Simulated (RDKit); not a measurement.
RDKit input (UFF):

```python
from rdkit import Chem
from rdkit.Chem import AllChem, rdDetermineBonds

mol = Chem.MolFromXYZFile('mol.xyz')
rdDetermineBonds.DetermineBonds(mol, charge=0)
print('SMILES', Chem.MolToSmiles(Chem.RemoveHs(mol)))
ff = AllChem.UFFGetMoleculeForceField(mol)
e0 = ff.CalcEnergy()
flag = ff.Minimize(maxIts=5000, forceTol=1e-5)
print(f'energy {e0:.4f} -> {ff.CalcEnergy():.4f} kcal/mol, converged: {flag == 0}')
print(Chem.MolToXYZBlock(mol))
```
mol.xyz:
```
10

S      0.00008847     0.23160742    -0.44340035
O     -0.00913114     1.47909038     0.36871709
C      1.35685821    -0.79445686     0.19502839
C     -1.34932659    -0.80911957     0.18682947
H      1.25281814    -0.88687215     1.27606774
H     -2.27826206    -0.29833962    -0.06004470
H      1.34325030    -1.77162955    -0.28833934
H      2.28168311    -0.27363282    -0.04622945
H     -1.32220226    -1.78607156    -0.29641485
H     -1.25084331    -0.90043755     1.26848240
```

Q: Which steric energies does it print, before and after the minimisation?

A: 22.26 and -0.72 kcal/mol. They count from the force field's own zero for this bonding and are no heats of formation.
